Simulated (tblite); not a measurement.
Species: C5H9N.
Atom-mapped SMILES: `[CH3:1][CH:2]([CH3:3])[C@H:4]1[CH:5]=[N:6]1` (hydrogens: H7, H8, H9 on C1; H10 on C2; H11, H12, H13 on C3; H14 on C4; H15 on C5)

Computed with GFN2-xTB (tblite), gas phase: nudged elastic band of 9 images (0 to 8), spring 0.2 eV/Å², climbing image at the end, force threshold 0.05 eV/Å. No saddle search or frequency run followed, so the top image need not be a first-order saddle, and its height can exceed the method's true barrier by a kcal/mol or more.

Path: rotation about C2–C4 (sp3 CH carbon, sp3 carbon bound to nitrogen), followed by the dihedral C1–C2–C4–C5, from -144° to -23°. Start geometry (image 0):
```
atom  x, y, z in Å
C1     -0.789    1.146   -0.944
C2     -0.384   -0.077   -0.122
C3     -0.793    0.090    1.342
C4      1.112   -0.292   -0.219
C5      1.702   -1.618   -0.246
N6      1.672   -1.073   -1.374
H7     -0.298    2.037   -0.558
H8     -0.497    1.012   -1.982
H9     -1.865    1.296   -0.898
H10    -0.886   -0.959   -0.536
H11    -0.295    0.955    1.776
H12    -1.868    0.239    1.418
H13    -0.524   -0.790    1.921
H14     1.718    0.541    0.125
H15     1.991   -2.498    0.276
```

The first guess turns that dihedral rigidly in even steps and adds one set of random displacements (0.04 Å standard deviation a coordinate) to every inner image. Energies of the images above image 0 (eV) in the early part of the optimisation:

```tsv
iteration	1	2	3	4	5	6	7	8
0	1.149	0.971	0.850	0.815	0.866	0.979	1.120	0.018
10	0.064	0.083	0.106	0.126	0.132	0.116	0.085	0.018
20	0.046	0.066	0.092	0.112	0.118	0.103	0.072	0.018
30	0.016	0.034	0.057	0.077	0.085	0.073	0.048	0.018
```

**Question.** Where does the band end, and how far was the first guess from it?

**Answer.** Final energies, images 1 to 8: 0.007, 0.024, 0.048, 0.067, 0.073, 0.059, 0.034, 0.018 eV. The highest point drops from 1.15 eV (image 1) to 0.073 eV (image 5), by 1.08 eV. Image 5 moved by 0.06 Å rms, its dihedral from -65° to -69°. The end images are fixed. The true force on the top image ends at 0.037 eV/Å, and the largest on any image at 0.05 eV/Å; away from the top, the method drives only the force across the path to zero. The last saved iteration is 50.

What follows is the cost of the whole band run. Time: 1.8 s; peak memory 0.18 GiB. Hardware: one thread, AMD EPYC 9R45 (x86_64), no GPU (shared host).
